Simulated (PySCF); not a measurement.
O₂⁺, CCSD(T): how much the basis matters

PySCF, UHF reference; doublet, unpaired electrons π ↑; De to O⁺ + O without counterpoise correction. Frozen cores follow the default of each basis and core potential.

```csv
basis,relativity,functions,Re (Å),ωe (cm⁻¹),De (eV),frozen orbitals
"6-31G(d,p)",no relativity,28,1.143,1873,5.64,2
"6-311G(d,p)",no relativity,36,1.120,1945,5.87,2
def2-TZVPPD,no relativity,80,1.121,1909,6.34,2
```

(1) How does each smaller set differ from the one with most functions, def2-TZVPPD?

Correlated steps freeze 2 core orbitals. Correlated levels converge slowly with the basis: in double zeta they bind strong bonds too weakly, by up to about 1 eV, and carry superposition errors of some tenths. The state was picked by a PBE0 search and need not be the measured ground state.

Results:

(1) 6-31G(d,p): +2.2 pm, -1.9 % in ωe, -0.70 eV in De; 6-311G(d,p): -0.1 pm, +1.9 % in ωe, -0.47 eV in De. All at CCSD(T); the set with most functions is neither the basis-set limit nor always the best.
